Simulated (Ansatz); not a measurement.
**How far each method lies from full CI for [H···H···S], triplet**

Geometry: a point of a hydrogen-transfer path between rigid fragments, not a stationary point.

```xyz
3

H     0.0000    0.0000   -1.1093
H     0.0000    0.0000   -0.1733
S     0.0000    0.0000    1.2827
```

Basis cc-pVDZ; Ansatz 0.2.0. Correlated methods freeze the noble-gas cores, which leaves 8 electrons in 23 orbitals. R marks a restricted (for open shells ROHF) determinant, U an unrestricted one. Active spaces: pair = (4e, 4o) about the gap; valence = (8e, 6o) chosen from the atoms' valence shells.

Full CI is exact within this basis and frozen core; it isn't the basis-set limit. The frozen core follows each run's orbitals, which can shift R against U totals by a few meV.

For open shells CISD is restricted-active-space CI with the open shells as a complete middle space.

* UHF ⟨S²⟩: 2.038
* T1 diagnostic (RCCSD): 0.0231
* largest doubles amplitude (RCCSD): 0.070
* T1 diagnostic (UCCSD): 0.0147

```
   level  E − E(RHF) (eV)
     UHF          -0.3334
    RMP2          -3.7048
    UMP2          -3.6528
   RCCSD          -4.3494
   UCCSD          -4.3553
RCCSD(T)          -4.4289
UCCSD(T)          -4.4284
```

Task: Estimate how far full CI in cc-pVDZ lies from RCCSD(T). The table doesn't fix it; the size of (T) and the diagnostics are the guide.

Result: Full CI in cc-pVDZ lies 0.71 mEh below RCCSD(T), which is 24 % of the (T) step (-2.92 mEh). The diagnostics are small and one determinant leads, so the series closes fast and only a small part of (T) is left.

The other levels:

| level | E − E(full CI) (mEh) | share of correlation (%) | wall time |
| --- | --- | --- | --- |
| CISD | 9.98 | 93.89 | 0.8 s |
| BCCD(T) | 0.72 | 99.56 | 1.4 s |
| RCCSDT | 0.21 | 99.87 | – |
| UCCSDT | 0.20 | 99.88 | – |
| RCCSDT(Q) | 0.02 | 99.99 | 4.3 s |
| UCCSDT(Q) | 0.02 | 99.99 | 3.1 s |
| RCCSDTQ | 0.00 | 100.00 | 8.5 s (H100) |
| UCCSDTQ | -0.01 | 100.00 | 8 s (H100) |
| CASSCF (pair space) | 137.30 | 16.01 | – |
| NEVPT2 (pair space) | 24.80 | 84.83 | 0.58 s |
| CASSCF (valence space) | 134.45 | 17.75 | – |
| NEVPT2 (valence space) | 31.19 | 80.92 | 0.46 s |
| MRCISD (valence space) | 7.30 | 95.53 | – |
| MRCISD+Q (valence space) | -0.36 | 100.22 | 1 s |
| MRCISD+Q(relaxed) (valence space) | -0.85 | 100.52 | 0.92 s |

The correlation energy at full CI, counted from RHF, is -4.448 eV. That run took 4.4 s on 2 threads of AMD EPYC 7R13 with a shared H100 80 GB, shared host over 19,602,700 determinants.

Times hold each run's SCF and search for its determinant on a shared host, so for small cases they say little of a method's own cost; rows without a card ran on 1 thread of AMD EPYC 7R13.

Not variational, and here over 5 meV under the exact energy: MRCISD+Q (valence space), MRCISD+Q(relaxed) (valence space).

The full-CI state has the irrep B2 of C2v, in the program's axes (one component, if the state is degenerate).

Natural occupations of full CI about the gap: 1.967 1.957 1.945 0.996 0.993 0.037 0.015 0.014 0.014 0.012; effectively unpaired electrons, Σ n²(2−n)², 2.03.
